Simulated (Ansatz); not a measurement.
The input, for Ansatz 0.2.0:

```yaml
crystal:
  periodic: [false, false, false]
  atoms:
    - {symbol: Li, position_ang: [0.000000, 0.000000, 0.000000]}
    - {symbol: H, position_ang: [0.000000, 0.000000, -2.924889]}
    - {symbol: H, position_ang: [0.000000, 0.000000, 2.924889]}
basis:
  gaussian: {orbitals: aug-cc-pVDZ}
total_charge: 1
magnetization: {spin_polarized: false, initial_magnetization: 2}
correlation: {active_space: {ras: {orbitals: [0, 2, 38], electrons: 2, max_holes: 4, max_particles: 4}, fixed_orbitals: true}}
accuracy: high
scf: {lower_state_search: off}
```

```sh
$ ansatz run in.yaml --threads 1 --pin off --events-out ev --progress --plain --max-ram 2393MiB
```

Output:

```
these checks for a lower state are left out or cut short: stability, starts, cluster_reference, orbital_swaps, neighbouring_geometries, increment
734 factors; integrals over basis functions are off by at most 3.1e-9 eV
mean field evaluation 1: about -223.6029 eV, gradient 5.4e0 eV
mean field evaluation 2: about -223.6038 eV, gradient 5.4e0 eV
mean field evaluation 4: about -224.2158 eV, gradient 5.6e-1 eV
mean field evaluation 8: about -224.2224 eV, gradient 8.2e-4 eV
mean field -224.22244508 eV, -8.2400228731 hartree, gradient 1.7e-8 eV, S^2 2.000000; 0 other end points of the search recorded, 0 dependent functions left out
reference -224.22244508 eV, -8.2400228731 hartree; 3, 1 occupied and 38, 40 virtual orbitals, 734 factors
state -224.22266845 eV, -8.2400310821 hartree
Total energy: -224.22266845 eV, -8.2400310821 hartree
Checks for a lower state left out: stability, starts, cluster_reference, orbital_swaps, neighbouring_geometries, increment
```

Natural occupations: 1.0000 1.0000 0.0000 0.0000 0.0000 0.0000 0.0000 0.0000 0.0000 0.0000 0.0000 0.0000 0.0000 0.0000 0.0000 0.0000 0.0000 0.0000 0.0000 0.0000 0.0000 0.0000 0.0000 0.0000.

Ran on 1 thread of Arm Neoverse V2, shared host: 0.3 s wall, 0.08 GiB peak host memory.
